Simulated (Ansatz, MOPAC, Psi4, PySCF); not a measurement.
Reaction (SMILES): N#N [molecular nitrogen] + H+ -> N#[NH+] (at N, the best of the heteroatom sites tried; carbon was not tried)

Wanted: proton affinity (enthalpy at 298 K), in kcal/mol. Positive where the reaction releases energy. Conventions: 6-311+G** with 5d; six Cartesian d functions in 6-31G* and its kin unless marked 5d; non-relativistic; LANL2DZ all-electron up to Ne; valence correlation only; no spin-orbit coupling; no dispersion term unless named. Basis-set limits of correlation are two-point, X^-3; Hartree-Fock from the larger set (for Q and 5 zeta extrapolated as (X+1)exp(-9√X)). Ab initio and DFT rows: single points at B3LYP-D3(BJ) geometries (Ansatz, an electronic-structure program), with unscaled harmonic terms from B3LYP/6-31G* at its own minima. Semi-empirical rows: MOPAC heats of formation at their own minima for 298 K, the proton's as measured.

Coupled cluster (Ansatz) is a level with limits of its own, used here on species with T1 under 0.025 (0.045 for open shells) and stable references: CCSD(T)/CBS(cc-pVQZ,cc-pV5Z).

Value to compare with, CCSD(T)/CBS(cc-pVQZ,cc-pV5Z) (Ansatz): 117.2 kcal/mol.

```
level                        program  proton affinity (enthalpy at 298 K) (kcal/mol)  difference
--------------------  --------------  ----------------------------------------------  ----------
AM1                            MOPAC                                           143.0        25.8
PM3                            MOPAC                                           146.1        28.9
PM6                            MOPAC                                           155.3        38.1
MNDO                           MOPAC                                           129.5        12.3
HF/LANL2DZ                    Ansatz                                           120.5         3.3
HF/6-31G*                     Ansatz                                           112.3        -4.9
PBE/6-311+G**                 Ansatz                                           117.9         0.7
B3LYP/6-31G                   Ansatz                                           121.3         4.1
B3LYP/6-31+G*                 Ansatz                                           113.6        -3.6
B3LYP/6-31G**                 Ansatz                                           118.6         1.4
PBE0/6-31G*                   Ansatz                                           116.5        -0.7
PBE0/6-311+G**                Ansatz                                           117.4         0.2
wB97X-D/6-31G*                  Psi4                                           116.8        -0.4
PBE/def2-TZVPD                Ansatz                                           118.4         1.2
r2SCAN-D4/def2-TZVPD  Ansatz + dftd4                                           117.6         0.4
M06-2X/def2-TZVPD              PySCF                                           114.8        -2.4
```

Among the 13 habitual levels, PM6 lies farthest from CCSD(T)/CBS(cc-pVQZ,cc-pV5Z) (Ansatz) (38.1 kcal/mol); 9 of 13 lie above it, and their mean absolute difference is 9.6 kcal/mol, the median 3.6. One case shows no general order.

The levels are drawn from those run, B3LYP/6-31G* more often than the rest, none by its result; runs whose electronic state is in doubt are left out.
